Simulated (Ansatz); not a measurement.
**Moments in NiO**

```xyz
2
Lattice="0.0000 2.1085 2.1085 2.1085 0.0000 2.1085 2.1085 2.1085 0.0000" Properties=species:S:1:pos:R:3 pbc="T T T"
Ni    0.0000    0.0000    0.0000
O     2.1085    2.1085    2.1085
```

Atom numbers follow the list: Ni1, O2.

The structure comes from a relaxation in the same program, started in the rocksalt type, and has space group Fm-3m. Whether it is a known phase or the ground state wasn't checked.

Semilocal functionals without U often leave such compounds metallic or with too small a gap, and the real magnetic order may differ.

Other magnetic orders may lie lower; this is the state that the run reached.

Computed with DFT, PBE, all-electron LAPW, scalar-relativistic (Ansatz 0.2.0).

Settings: a Γ-centred 16×16×16 k mesh, Fermi–Dirac smearing of 0.03 eV, basis error target 1 meV/atom. PBE unless a row says otherwise.

Energies are extrapolated to zero smearing; site moments are those inside atomic spheres.

| run | E − E(first) (meV/atom) | spin moment Ni1 (μB) | cell spin moment (μB) | gap (eV) | P (GPa) |
| --- | --- | --- | --- | --- | --- |
| ferromagnetic start | 0 | ? | 1.85 | none | 0.4 |
| no spin polarisation | ? | 0 | 0 | none | ? |
| spin-orbit coupling on | – | – | 1.84 | none | 0.4 |

Q: Give the missing entry: row "no spin polarisation", column "P (GPa)".

A: -7.6.

Q: Fill in "spin moment Ni1 (μB)" for the row "ferromagnetic start".

A: 1.53.

Q: Fill in "E − E(first) (meV/atom)" for the row "no spin polarisation".

A: 79.

From all-electron PAW (datasets made for this crystal), the contact spin densities (averaged over the Thomson radius about each nucleus) in the first state are Ni1 -1.07, O2 2.67 e/Å³ (up less down).

Q: What Fermi-contact hyperfine field is that at O2?

A: B = (2μ0/3) μB ρs(0) = 7.769 T·Å³ × (2.67) = 20.7 T, parallel to the magnetisation of the spin-up electrons. Orbital and dipolar fields aren't included.
